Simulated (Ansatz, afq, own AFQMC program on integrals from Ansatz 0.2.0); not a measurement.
AFQMC on a folder of integrals that Ansatz 0.2.0 wrote.

```yaml
crystal:
  periodic: [false, false, false]
  atoms:
    - {symbol: C, position_ang: [-0.641873, 1.391362, -0.914494]}
    - {symbol: C, position_ang: [-0.412882, -0.063188, -0.721458]}
    - {symbol: C, position_ang: [0.642108, -0.787362, -1.475088]}
    - {symbol: H, position_ang: [0.308018, 1.954302, -0.933877]}
    - {symbol: H, position_ang: [-1.145599, 1.610722, -1.879764]}
    - {symbol: H, position_ang: [-1.275702, 1.820089, -0.123408]}
    - {symbol: H, position_ang: [-1.179436, -0.648452, -0.202936]}
    - {symbol: H, position_ang: [0.850376, -1.779804, -1.047178]}
    - {symbol: H, position_ang: [0.359494, -0.951587, -2.536582]}
    - {symbol: H, position_ang: [1.588996, -0.219581, -1.498115]}
basis:
  gaussian: {orbitals: def2-SVP}
magnetization: {spin_polarized: true, initial_magnetization: 1}
correlation: {method: ccsd_t, electrons: outside_noble_gas, hamiltonian_folder: ham}
```

```sh
$ ansatz run in.yaml --threads 1 --pin off --events-out ev --progress --plain --max-ram 16896MiB --backend cuda --devices 0, --max-vram 18GiB
```

afq runs on the folder ham with

```
--method phaseless --trial cisd --walkers 3700 --populations 20 --least-time 60 --time-step 0.005 --steps-per-block 50 --equilibration-blocks 28 --max-blocks 4000 --target-error 0.00016 --factor-cut 1e-05 --start spin_pure --seed 7564 --release-times 0.24,0.5,1 --release-step 0.02 --release-every 4 --taylor-order 6
```

Times are imaginary, in 1/Eh. The walk had a cap of 371 s. With eight or more populations the least sampling time is a fifth of least-time, and the error comes from their spread.

Output of the walk:

```
orbitals 74  electrons 10 9  factors 629 of 804
reference energy -117.55391591 Eh
CCSD correlation -0.45959754 Eh in 10 cycles, weight of the determinant in the CISD state 0.8468
energy of the start -118.012619 Eh
 block  time / (1/Eh)  mean weight  energy / Eh
     1     0.250  0.9996  -118.001729
     2     0.500  1.0001  -118.009089
     3     0.750  0.9998  -118.015878
     4     1.000  0.9994  -118.019266
     5     1.250  1.0000  -118.022358
     9     2.250  1.0001  -118.025191
    15     3.750  1.0003  -118.028133
    21     5.250  1.0002  -118.029295
    23     5.750  1.0002  -118.027022
    31     7.750  0.9998  -118.028482
    39     9.750  0.9997  -118.026683
    45    11.250  0.9997  -118.025708
    47    11.750  0.9997  -118.027155
    55    13.750  0.9998  -118.026291
    63    15.750  1.0003  -118.027342
    71    17.750  0.9999  -118.028248
    79    19.750  0.9992  -118.028170
    87    21.750  1.0001  -118.027469
error from the spread of 20 populations
released: time / (1/Eh)  energy / Eh  error  mean overlap
  0.24  -118.027185  0.000199  0.9996
  0.50  -118.027501  0.000178  0.9968
  1.00  -118.027617  0.000194  0.9914
energy -118.027194 +/- 0.000154 Eh
(rows thinned)
```

The run passed its tests (sampling time, drift between the halves within three errors, error under three times the target), which doesn't prove that it has relaxed.

Against this walk (error 4.2 meV) on the same determinant: CCSD(T) 39.5 meV higher. The error is statistical and leaves out the bias of the constraint. None of these is a sure reference here. The released energies are still falling (meV from the phaseless value at times in 1/Eh: 0 ± 5 at 0.24, -8 ± 5 at 0.50, -12 ± 5 at 1.00), so they give no level.

Cautions: constraint bias not in the error.

The walk took 3.5 min on 1 × NVIDIA H100 80GB HBM3 with 2 threads of AMD EPYC 7R13 Processor (Zen 3), with other jobs on the host (the card was shared). The log's last line is the phaseless energy.
